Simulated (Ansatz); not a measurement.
Geometry optimisation, RKS B3LYP-D4/STO-3G (Ansatz).

The input (input.yaml):

```yaml
crystal:
  periodic: [false, false, false]
  atoms:
    - { symbol: C, position_ang: [-1.5933, 0.9585, 0.3134] }
    - { symbol: C, position_ang: [-0.159, 1.309, 0.2793] }
    - { symbol: S, position_ang: [0.7894, 0.103, 1.2177] }
    - { symbol: C, position_ang: [0.7712, -1.3316, 0.1501] }
    - { symbol: "N", position_ang: [1.44853, -2.45456, 0.70683] }
    - { symbol: H, position_ang: [-2.0242, 0.9537, 1.3244] }
    - { symbol: H, position_ang: [-2.1654, 1.8054, -0.2015] }
    - { symbol: H, position_ang: [-1.8363, 0.0872, -0.2255] }
    - { symbol: H, position_ang: [0.0146, 2.3082, 0.7833] }
    - { symbol: H, position_ang: [0.2173, 1.3785, -0.7237] }
    - { symbol: H, position_ang: [-0.24437, -1.53067, -0.1632] }
    - { symbol: H, position_ang: [1.28386, -1.01711, -0.82174] }
    - { symbol: H, position_ang: [1.02892, -2.57528, 1.58875] }
    - { symbol: H, position_ang: [1.27698, -3.23383, 0.13498] }
basis:
  gaussian: { orbitals: STO-3G }
hamiltonian:
  xc: b3lyp
  dispersion: d4
relax:
  f_tol: 0.015
  max_steps: 40
output:
  orbitals: {}
```

Command:

```bash
$ ansatz run input.yaml --threads 1 --pin off --max-ram 2048MiB --backend cpu --events-out ev --progress --plain --runs-dir out
```

**Question.** Where does it end, and by what steps?

**Answer.** It converged. Limits of this set-up: minimal basis. After 6 steps the energy has fallen by 0.986 eV; H13 moved furthest, 0.34 Å.

| step | energy less start (eV) | largest force component (eV/Å) | accepted |
| --- | --- | --- | --- |
| 0 | 0.0000 | 4.135 | yes |
| 1 | -0.8431 | 1.324 | yes |
| 2 | -0.9490 | 0.536 | yes |
| 3 | -0.9749 | 0.336 | yes |
| 4 | -0.9815 | 0.305 | yes |
| 5 | -0.9854 | 0.093 | yes |
| 6 | -0.9858 | 0.010 | yes |

```xyz
14
Properties=species:S:1:pos:R:3
C -1.672 1.003 0.351
C -0.146 1.312 0.285
S 0.912 0.169 1.255
C 0.846 -1.253 0.092
N 1.455 -2.453 0.797
H -2.030 1.033 1.391
H -2.238 1.748 -0.232
H -1.896 0.008 -0.062
H 0.030 2.322 0.693
H 0.179 1.329 -0.771
H -0.201 -1.424 -0.247
H 1.457 -1.058 -0.813
H 0.738 -2.730 1.530
H 1.375 -3.246 0.095
```

Whether the end is a true minimum wasn't checked by a vibrational analysis.

Time of the run: 37 s on 1 CPU thread of a shared host.
